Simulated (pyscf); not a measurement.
Optimised with ωB97X-D3(BJ)/def2-SVP in PySCF.

Problem. PBE/def2-TZVP puts the barrier of H₂N–GeH₂• (SMILES [NH2][GeH2]) + HCl (SMILES Cl) → Cl–GeH₂• (SMILES [Cl][GeH2]) + NH₃ (SMILES N) (four-centre exchange; doublet surface; Ge–N, Cl–H broken, Cl–Ge, H–N formed) at -19.5 kJ/mol and the reaction energy at -66.8 kJ/mol, from the separated reactants. What do B3LYP-D3(BJ)/def2-TZVP, M06-2X/def2-TZVP, ωB97M-D3(BJ)/def2-TZVP give on the same structures?

Solution. B3LYP-D3(BJ): ΔE‡ = -13.3 kJ/mol, ΔE = -68.3 kJ/mol; M06-2X: ΔE‡ = -16.5 kJ/mol, ΔE = -70.9 kJ/mol; ωB97M-D3(BJ): ΔE‡ = -5.9 kJ/mol, ΔE = -68.5 kJ/mol. PBE's barrier lies under all of them, by 3.0 to 13.6 kJ/mol. Its reaction energy lies over all of them, by 1.5 to 4.1 kJ/mol. On the reactant side the descent ends in a complex, 21.0 kJ/mol under the separated species and 10.0 kJ/mol under the saddle at ωB97X-D3(BJ)/def2-TZVP. On the product side the descent ends in a complex (not fully relaxed), 18.2 kJ/mol under the separated species and 80.5 kJ/mol under the saddle at ωB97X-D3(BJ)/def2-TZVP. At PBE, B3LYP-D3(BJ), M06-2X, ωB97M-D3(BJ) the saddle lies under the separated reactants, which points to a path from their complex (located at ωB97X-D3(BJ) alone). This is the saddle that the search found; another between the same sides may lie lower. Elements up to Kr have no core potential and no relativistic terms here.
